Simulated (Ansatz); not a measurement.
```yaml
crystal:
  periodic: [false, false, false]
  atoms:
    - {symbol: F, position_ang: [0.613975, 0.000347, 1.066864]}
    - {symbol: N, position_ang: [0.353412, -0.074142, -0.266228]}
    - {symbol: F, position_ang: [-0.636257, -1.006438, -0.312227]}
    - {symbol: F, position_ang: [-0.331130, 1.080243, -0.488409]}
basis:
  gaussian: {orbitals: def2-TZVPD, nuclear_model: gaussian}
hamiltonian: {xc: {name: rPW86-PBE}, dispersion: d3bjatm}
accuracy: high
output: {forces: true}
```

```sh
$ ansatz run in.yaml --threads 4 --pin off --events-out ev --progress --plain --max-ram 10444MiB
```

Output, abridged:

```
Functional definition: rPW86-PBE
2541 factors; integrals over basis functions are off by at most 3.7e-9 eV
mean field evaluation 1: about -9653.7948 eV, gradient 4.1e1 eV
mean field evaluation 2: about -9647.1725 eV, gradient 8.1e1 eV
mean field evaluation 4: about -9655.6932 eV, gradient 2.4e0 eV
mean field evaluation 8: about -9655.7005 eV, gradient 6.3e-2 eV
mean field evaluation 16: about -9655.7006 eV, gradient 6.6e-6 eV
mean field -9655.70055182 eV, -354.8404504104 hartree, gradient 1.7e-8 eV, S^2 0.000000; 0 other end points of the search recorded, 0 dependent functions left out
reference -9655.70056469 eV, -354.8404508834 hartree; 17, 17 occupied and 140, 140 virtual orbitals, 2541 factors
Total energy: -9655.73061720 eV, -354.8415552930 hartree
Atom 0 at     0.613975     0.000347     1.066864 Å, force     0.492695     0.082545     1.833990 eV/Å
Atom 1 at     0.353412    -0.074142    -0.266228 Å, force     1.685982    -0.354636    -1.271047 eV/Å
Atom 2 at    -0.636257    -1.006438    -0.312227 Å, force    -1.308791    -1.368112    -0.154211 eV/Å
Atom 3 at    -0.331130     1.080243    -0.488409 Å, force    -0.869886     1.640204    -0.408732 eV/Å
Dipole moment:     0.019416    -0.004016    -0.014583 e Å
```

It took 9.5 s on 4 threads of an Arm Neoverse N1 on a shared host, with 0.57 GiB of host memory at the peak.
